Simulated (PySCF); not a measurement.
2-chloro-2-methylbutane, C5H11Cl.
Structure used (PBE0-D3(BJ)/def2-SVP), in Å, numbered top down from 1:
```xyz
17
C5H11Cl angstrom
C      2.245   -0.026   -0.496
C      1.129    0.853    0.041
C     -0.059    1.085   -0.894
C     -0.687   -0.207   -1.391
C     -1.091    1.986   -0.236
Cl     0.559    1.983   -2.368
H      1.918   -1.065   -0.650
H      3.089   -0.049    0.209
H      2.615    0.362   -1.456
H      1.532    1.841    0.318
H      0.719    0.417    0.970
H      0.031   -0.810   -1.963
H     -1.548    0.006   -2.039
H     -1.037   -0.803   -0.532
H     -1.517    1.480    0.645
H     -0.635    2.931    0.092
H     -1.909    2.219   -0.932
```

Method used: PySCF 2.14.0, density-fitted response routines, TDDFT PBE0/def2-SVPD, vertical, gas phase, core orbitals frozen in the response.

**Question.** What does the calculation give for the low-lying excited states?

**Answer.** 

| state | E (eV) | ν̃ (cm⁻¹) | f | main configurations (H = HOMO, L = LUMO) |
| --- | --- | --- | --- | --- |
| S1 | 7.12 | 57410 | 0.0030 | H→L (59%), H→L+1 (35%) |
| S2 | 7.15 | 57690 | 0.0024 | H-1→L (60%), H-1→L+1 (34%) |
| S3 | 7.81 | 62970 | 0.036 | H→L+1 (61%), H→L (36%) |
| S4 | 7.85 | 63300 | 0.037 | H-1→L+1 (62%), H-1→L (36%) |
| S5 | 8.62 | 69560 | 0.0012 | H→L+2 (93%) |
| S6 | 8.66 | 69820 | 0.0055 | H-1→L+2 (92%) |

The lowest singlet lies at 7.12 eV (174 nm, vacuum ultraviolet) and is very weak; its leading configuration is HOMO→LUMO (59%). The strongest level in the table is S4 at 7.85 eV (158 nm, f = 0.037). Löwdin shares by element: HOMO chlorine 77%, carbon 18% or more; LUMO chlorine 31%, hydrogen 17% or more, carbon 14% or more (atoms not listed hold the other 38%). The listed states span 1.54 eV, and the widest gap between neighbours is 0.78 eV (S4 to S5). Orbital energies (eV): HOMO-3 -9.59, HOMO-2 -9.54, HOMO-1 -8.28, HOMO -8.24, LUMO 0.44, LUMO+1 0.69, LUMO+2 1.32. Weighted by f, the mean energy of these states is 7.85 eV. Only the lowest 6 singlets were computed, as vertical energies without vibronic structure.

One conformer stands for the species.
